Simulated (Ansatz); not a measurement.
**The aluminium atom (doublet): wave-function methods side by side, aug-cc-pVDZ**

An exercise on one series of results from a longer session: the logs are not shown, and one member is left open.

Computed with Ansatz 0.2.0, Gaussian basis. Level: aug-cc-pVDZ, core rule «outside noble gas», up to 5 orbitals frozen.

Plan: UHF; CCSD(T) on ROHF; CCSD(T) on UHF; BCCD(T) on ROHF; CISD; CCSDT on ROHF; CCSDT on UHF; CASSCF and MRCISD+Q, 3 electrons in 4 orbitals; CASSCF and MRCISD+Q(relaxed), 3 electrons in 4 orbitals; CASSCF and NEVPT4(SD), 3 electrons in 4 orbitals; CASSCF and NEVPT2, 3 electrons in 4 orbitals.

**The atom**

A free atom, in its lowest state of this spin that the program finds.

1 atom, charge 0, spin multiplicity 2.

Set-up of the first run:

in.yaml

```yaml
crystal:
  periodic: [false, false, false]
  atoms:
    - {symbol: Al, position_ang: [0.000000, 0.000000, 0.000000]}
basis:
  gaussian: {orbitals: aug-cc-pVDZ}
magnetization: {spin_polarized: true, initial_magnetization: 1}
hamiltonian: {xc: hf}
output: {orbitals: {seedname: orbitals}}
```

Launch:

```sh
ansatz run in.yaml --threads 1 --pin off --events-out ev --progress --plain --max-ram 2393MiB
```

Steps of the session up to this table: UHF; CCSD(T) on ROHF; CCSD(T) on UHF; BCCD(T) on ROHF; CISD; CCSDT on ROHF; CCSDT on UHF; CASSCF and MRCISD+Q, 3 electrons in 4 orbitals; CASSCF and MRCISD+Q(relaxed), 3 electrons in 4 orbitals; CASSCF and NEVPT4(SD), 3 electrons in 4 orbitals; CASSCF and NEVPT2, 3 electrons in 4 orbitals.

One of the session's tables, all rows but one given; the rest of the session is left out.

It belongs to the step «Misses and costs». 

```
                   method  from RCCSD(T) (kcal/mol)
                     ROHF                    +32.72
                      UHF                    +30.43
                     RMP2                    +11.03
                     UMP2                    +10.98
                     CISD                     +0.63
                    RCCSD                     +0.58
                    UCCSD                     +0.47
                 RCCSD(T)                         0
                 UCCSD(T)                         ?
                  BCCD(T)                      0.00
                   RCCSDT                     -0.28
                   UCCSDT                     -0.28
           CASSCF valence                    +17.68
           NEVPT2 valence                     +5.29
       NEVPT4(SD) valence                     +0.32
           MRCISD valence                     -0.04
         MRCISD+Q valence                     -0.79
MRCISD+Q(relaxed) valence                     -0.88
```

Q: Estimate the row for UCCSD(T) from the others.

The run gave: from RCCSD(T) (kcal/mol): -0.02. In the column «from RCCSD(T) (kcal/mol)» it lies between MRCISD valence (-0.04) and RCCSD(T) (0).

Caveats from the session: Restricted and unrestricted rows rest on different reference determinants; where their highest levels disagree by more than a few hundredths of an eV, they describe different states and don't form one ladder.
